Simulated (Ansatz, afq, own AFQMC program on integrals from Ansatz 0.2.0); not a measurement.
Integrals from Ansatz 0.2.0, then the random walk in our own AFQMC program (afq).

```yaml
crystal:
  periodic: [false, false, false]
  atoms:
    - {symbol: O, position_ang: [0.084623, 0.037597, -0.079112]}
    - {symbol: H, position_ang: [-0.246624, 0.974304, -0.079110]}
    - {symbol: H, position_ang: [-0.838150, -1.162494, 2.297734]}
    - {symbol: H, position_ang: [-0.258475, -0.408607, -0.962850]}
basis:
  gaussian: {orbitals: "6-31++G**"}
total_charge: -1
magnetization: {spin_polarized: true, initial_magnetization: 2}
correlation: {method: ccsd_t, electrons: outside_noble_gas, hamiltonian_folder: ham}
```

```sh
$ ansatz run in.yaml --threads 1 --pin off --events-out ev --progress --plain --max-ram 1382MiB
```

Options of the walk:

```
--method phaseless --trial hf --walkers 120 --populations 1 --least-time 40 --time-step 0.005 --steps-per-block 20 --equilibration-blocks 160 --max-blocks 600 --target-error 0.00228 --factor-cut 1e-05 --start spin_pure --seed 8269 --taylor-order 6
```

Times are imaginary, in 1/Eh. The walk had a cap of 1086 s.

afq prints:

```
orbitals 36  electrons 6 4  factors 263 of 337
reference energy -76.47584985 Eh
CCSD correlation -0.22192876 Eh in 14 cycles, weight of the determinant in the CISD state 0.9287
energy of the start -76.475862 Eh
 block  time / (1/Eh)  mean weight  energy / Eh
     1     0.100  1.0034  -76.545251
     2     0.200  1.0018  -76.579361
     3     0.300  1.0011  -76.612194
     4     0.400  1.0025  -76.653171
     5     0.500  1.0005  -76.655563
     8     0.800  1.0008  -76.708225
    20     2.000  0.9998  -76.710306
    77     7.700  0.9926  -76.694294
   134    13.400  0.9985  -76.697080
   191    19.100  0.9989  -76.672139
   248    24.800  0.9996  -76.669529
   305    30.500  1.0006  -76.675294
   362    36.200  0.9993  -76.724655
   419    41.900  1.0003  -76.760367
   476    47.600  1.0010  -76.704938
   495    49.500  1.0000  -76.772472
   533    53.300  1.0007  -76.666329
   590    59.000  1.0011  -76.707218
   647    64.700  1.0022  -76.688669
   704    70.400  1.0019  -76.768065
   742    74.200  1.0008  -76.689792
blocks merged  error / Eh  count
     1  0.001048  600
     2  0.001350  300
     4  0.001710  150
     8  0.002048  75
    16  0.002242  37
    32  0.002874  18
    64  0.003486  9
energy -76.708363 +/- 0.002874 Eh
(rows thinned)
```

The run failed at least one of its tests; the cautions name the faults.

Against this walk (error 78.2 meV) on the same determinant: CCSD(T) 163.7 meV higher, CCSDT(Q) 137.7 meV higher (within the noise), a separate phaseless walk with a CISD trial and standard settings 132.8 ± 80.5 meV higher (within the noise). The error is statistical and leaves out the bias of the constraint.

Cautions: constraint bias not in the error; error not settled; error above the target (78.2 against 62.0 meV); lower spins were not checked.

The walk took 3.2 min on 1 thread of Arm Neoverse V2, on a shared host. The log's last line is the phaseless energy.

CCSDT and higher add their correlation energy to the determinant of the CCSD(T) run, since their own runs factorise the integrals more tightly (a shift of under 2 meV).
